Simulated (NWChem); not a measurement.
## Correlation energy of F

```
F
```
Charge 0, spin multiplicity 2.

Program: NWChem.

Basis set: cc-pVDZ. Each correlation energy counts from its own Hartree-Fock reference.

The correlated methods keep 1 core orbital frozen. The stability of the SCF solutions was not checked. Open-shell Hartree-Fock references start from PBE0 orbitals. Coupled-cluster values serve here as a point of comparison, not as the truth.

### Question
One of these methods gave a correlation energy of -140.6 mHa. Which?
A. SCS-UMP2
B. CCSD on ROHF
C. URI-MP2
D. CCSD on UHF

### Answer
C, URI-MP2. The others give -137.8 (SCS-UMP2), -151.4 (CCSD on UHF), -154.8 (CCSD on ROHF).
